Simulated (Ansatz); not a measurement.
A structure relaxed at PBE0-D4/def2-TZVP in Ansatz, charge 0, singlet:

```xyz
11

C     0.065   -0.650   -0.285
C     1.398    0.092   -0.237
Si   -1.367    0.341    0.412
H    -0.181   -0.926   -1.316
H     0.130   -1.591    0.271
H     2.210   -0.514   -0.646
H     1.359    1.021   -0.812
H     1.671    0.356    0.789
H    -1.536    1.612   -0.348
H    -1.111    0.689    1.838
H    -2.638   -0.430    0.334
```

(1) Give its formula, name or SMILES and point group.

(2) Summarise the bond lengths by kind (pairs closer than 1.2 times the sum of covalent radii, bridged metal pairs left out).

Answers

(1) SiEtH3 (C2H8Si). Point group Cs (tolerance 0.1 Å).

(2) 1 × C–C 1.53 Å; 1 × C–Si 1.88 Å; 5 × C–H 1.09 to 1.10 Å; 3 × H–Si 1.49 Å.

Another isomer (singlet) lies 0.54 eV lower at PBE0-D4/def2-TZVP; other spin states weren't run for this one.
